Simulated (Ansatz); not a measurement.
Relaxation of FH$_{6}$NSi (9 atoms, charge 0, multiplicity 1), to a largest force component of 0.03 eV/Å in at most 50 steps.

The calculation used Ansatz, RKS PBE-D4/def2-SVP.

```xyz
9
Properties=species:S:1:pos:R:3:forces:R:3
Si 0.178 0.031 -0.018 0.21 0.09 -1.05
F 0.340 -0.106 1.589 0.10 -0.08 0.91
H 1.582 0.071 -0.555 0.00 0.00 0.00
H -0.505 1.311 -0.396 0.00 0.00 0.01
H -0.512 -1.171 -0.589 0.00 0.00 0.00
N -2.567 -0.065 1.264 0.18 -0.18 0.47
H -2.574 -0.631 0.410 0.00 -0.01 0.01
H -2.423 0.914 0.994 0.00 0.00 0.00
H -1.750 -0.353 1.840 -0.50 0.17 -0.32
```

Question: Where does it end, and by what steps?

Answer: The run converged. The force dipped under the threshold on the way, but the program's further checks kept it going. After 8 steps the energy has fallen by 0.068 eV; H7 moved furthest, 0.29 Å.

| step | energy less start (eV) | largest force component (eV/Å) | accepted |
| --- | --- | --- | --- |
| 0 | 0.0000 | 1.050 | yes |
| 1 | -0.0601 | 0.427 | yes |
| 2 | -0.0598 | 0.248 | no |
| 3 | -0.0662 | 0.057 | yes |
| 4 | -0.0668 | 0.012 | yes |
| 5 | -0.0675 | 0.048 | yes |
| 6 | -0.0678 | 0.063 | yes |
| 7 | -0.0680 | 0.036 | yes |
| 8 | -0.0682 | 0.017 | yes |

```xyz
9
Properties=species:S:1:pos:R:3
Si 0.317 0.038 -0.099
F 0.364 -0.205 1.528
H 1.738 0.054 -0.581
H -0.330 1.360 -0.391
H -0.430 -1.086 -0.754
N -2.717 -0.059 1.379
H -2.699 -0.764 0.630
H -2.626 0.853 0.913
H -1.848 -0.191 1.914
```

Time of the run: 18 s on 1 thread of Arm Neoverse V1, with other jobs on the host, peak memory 0.13 GiB.
